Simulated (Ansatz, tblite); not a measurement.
Removing an electron: [BClH3]- (BH3Cl⁻). Charge -1, multiplicity 1. Geometry: PBE0-D4/def2-TZVPD. Ansatz, gas phase; energy differences of separate SCF runs; the oxidised species was run as a doublet alone.

```xyz
5

B    -0.0062    0.0203    0.1773
Cl    0.0619   -0.2026   -1.7670
H     0.8868   -0.6688    0.6453
H    -1.1100   -0.3565    0.5395
H     0.1674    1.2075    0.4050
```

The xTB rows come from tblite. Correlated methods freeze 6 core orbitals. In CCSD on the charge 0 doublet the largest single amplitude is 0.28, so its Hartree–Fock determinant may place the open shell otherwise than the density functionals do.

```tsv
level	−HOMO (eV)	vertical IE (eV)	−LUMO (eV)	HOMO–LUMO gap (eV)	remarks
GFN1-xTB	5.73	8.90	-2.14	7.87	–
GFN2-xTB	5.23	8.18	-3.65	8.88	–
r2SCAN-D4/def2-TZVPD	1.00	4.17	-4.22	5.21	–
PBE0-D4/def2-TZVPD	2.02	4.32	-3.94	5.96	–
CCSD/def2-TZVPPD	–	4.59	–	–	large T1 (0.056) (doublet)
CCSD(T)/def2-TZVPPD	–	4.59	–	–	large T1 (0.056) (doublet)
```

Run but left out: HF/def2-TZVPPD, MP2/def2-TZVPPD (neutral doublet: a determinant that CCSD turns far, T1 0.056); PBE-D4/def2-TZVPD (neutral doublet: an occupied level 0.05 eV above an empty one).  Raw xTB energy differences between charge states are shifted by several eV; the methods need an empirical correction for them.
